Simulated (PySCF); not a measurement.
Input for PySCF: U-M06-2X/def2-TZVPPD on H (SMILES [H]), 2S+1 = 2.

```python
from pyscf import gto, dft

mol = gto.M(
    atom='''
    H     0.00000000    0.00000000    0.00000000
    ''',
    basis='def2-tzvppd',
    charge=0, spin=1, verbose=4, max_memory=1800)
mf = dft.UKS(mol, xc='m062x').density_fit(auxbasis='def2-universal-jkfit')
mf.grids.level = 4
mf.conv_tol = 1e-9
mf.max_cycle = 150
mf.kernel()
mf.dip_moment()
```

Program output:

```
PySCF version 2.14.0

[INPUT] verbose = 4
[INPUT] num. atoms = 1
[INPUT] num. electrons = 1
[INPUT] charge = 0
[INPUT] spin (= nelec alpha-beta = 2S) = 1
[INPUT] symmetry False subgroup None
[INPUT] Mole.unit = angstrom
[INPUT] Symbol           X                Y                Z      unit          X                Y                Z       unit  Magmom
[INPUT]  1 H      0.000000000000   0.000000000000   0.000000000000 AA    0.000000000000   0.000000000000   0.000000000000 Bohr   0.0

nuclear repulsion = 0
number of shells = 7
number of NR pGTOs = 19
number of NR cGTOs = 17
basis = def2-tzvppd
ecp = {}


******** <class 'pyscf.df.df_jk.DFUKS'> ********
method = DFUKS
initial guess = minao
damping factor = 0
level_shift factor = 0
DIIS = <class 'pyscf.scf.diis.CDIIS'>
diis_start_cycle = 1
diis_space = 8
diis_damp = 0
SCF conv_tol = 1e-09
SCF conv_tol_grad = None
SCF max_cycles = 150
direct_scf = False
number electrons alpha = 1  beta = 0
XC library pyscf.dft.libxc version 7.1.2
    S. Lehtola, C. Steigemann, M. J. T. Oliveira, and M. A. L. Marques,  SoftwareX 7, 1–5 (2018)
XC functionals = m062x
    Y. Zhao and D. G. Truhlar,  Theor. Chem. Acc. 120, 215 (2008)
    Y. Zhao and D. G. Truhlar,  Theor. Chem. Acc. 120, 215 (2008)
radial grids:
    Treutler-Ahlrichs [JCP 102, 346 (1995); DOI:10.1063/1.469408] (M4) radial grids

becke partition: Becke, JCP 88, 2547 (1988); DOI:10.1063/1.454033
pruning grids: <function nwchem_prune>
grids dens level: 4
symmetrized grids: False
atomic radii adjust function: <function treutler_atomic_radii_adjust>
small_rho_cutoff = 0
Set gradient conv threshold to 3.16228e-05
tot grids = 15712
******** <class 'pyscf.df.df.DF'> ********
auxbasis = def2-universal-jkfit
init E= -0.395479561559861

WARN: HOMO -0.196214853408087 >= LUMO -0.196214853408088

cycle= 1 E= -0.493316159630094  delta_E= -0.0978  |g|= 0.0632  |ddm|= 0.388

WARN: HOMO -0.390644766665841 >= LUMO -104083.554592077

cycle= 2 E= -0.497941300362855  delta_E= -0.00463  |g|= 0.0123  |ddm|= 0.111

WARN: HOMO -0.381311263665047 >= LUMO -213479.30707427

cycle= 3 E= -0.498135916858417  delta_E= -0.000195  |g|= 0.00257  |ddm|= 0.0317

WARN: HOMO -0.378928803187304 >= LUMO -220871.227084968

cycle= 4 E= -0.498147721646728  delta_E= -1.18e-05  |g|= 8.62e-05  |ddm|= 0.00943

WARN: HOMO -0.37888907851611 >= LUMO -220087.730338312

cycle= 5 E= -0.49814772492513  delta_E= -3.28e-09  |g|= 4.67e-06  |ddm|= 6.46e-05

WARN: HOMO -0.378890443529234 >= LUMO -220124.023929672

cycle= 6 E= -0.498147724932664  delta_E= -7.53e-12  |g|= 1.9e-06  |ddm|= 2.16e-06

WARN: HOMO -0.378891292451292 >= LUMO -220150.167584705

Extra cycle  E= -0.49814772493416  delta_E= -1.5e-12  |g|= 2.25e-08  |ddm|= 1.52e-06
converged SCF energy = -0.49814772493416  <S^2> = 0.75  2S+1 = 2
Dipole moment(X, Y, Z, Debye): -0.00000, -0.00000, -0.00000
```

Self-consistency was reached.

Cost: about 0.5 core-seconds (a rough figure).
